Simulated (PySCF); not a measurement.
# Computed and published core binding energies of `CSSC`

What was measured (core binding energies): S 1s of S2/S3 2477.72 eV [1]. Sources and the comparison follow the method.

Compound: C₂H₆S₂.
Geometry (PBE0-D3(BJ)/def2-SVP, Å), atoms numbered from 1 in this order:
```xyz
10
C2H6S2 angstrom
C      1.8604   -0.0111   -0.1989
S      0.8578    0.2660    1.2850
S     -0.7853    1.2472    0.5286
C     -1.8665   -0.1220    0.0396
H      2.7747   -0.5228    0.1387
H      2.1320    0.9430   -0.6704
H      1.3402   -0.6555   -0.9214
H     -1.4151   -0.7260   -0.7601
H     -2.1074   -0.7568    0.9029
H     -2.7904    0.3387   -0.3421
```

Computed, not measured: delta-SCF UKS SCAN, pcX-2 on the ionised atom, pcseg-1 elsewhere, spin-free X2C in PySCF 2.14.0. Each binding energy is the total energy of the core-ionised species, with the hole localised on one atom, minus that of the ground state; both are solved self-consistently, so orbital relaxation is included.

| atom | environment | level | this calculation (eV) | reference (eV) | difference (eV) | source |
| --- | --- | --- | --- | --- | --- | --- |
| S2/S3 | disulfide sulfur | S 1s | 2477.36 | 2477.72 | -0.36 | [1] |

[1] measured, gas; Besley, J. Chem. Theory Comput. 2021, 17, 3644 (DFT calculations of core-electron binding energies at the K-edge of heavier elements)

Task: How well does this level of theory reproduce the measurements here?

Result: The one measured value differs by -0.36 eV, too little evidence for a typical error. The calculation is vertical and has no vibrational structure, and measured positions depend on the energy calibration.

Task: What does the calculation give for the levels without a reference value here?

Result: C1/C4 C 1s 291.23 eV.

Atoms equivalent by their bonding share one computed value, that of the first of them. Not every level is listed. Geometry: PBE0-D3(BJ)/def2-SVP, one conformer, isolated molecule.
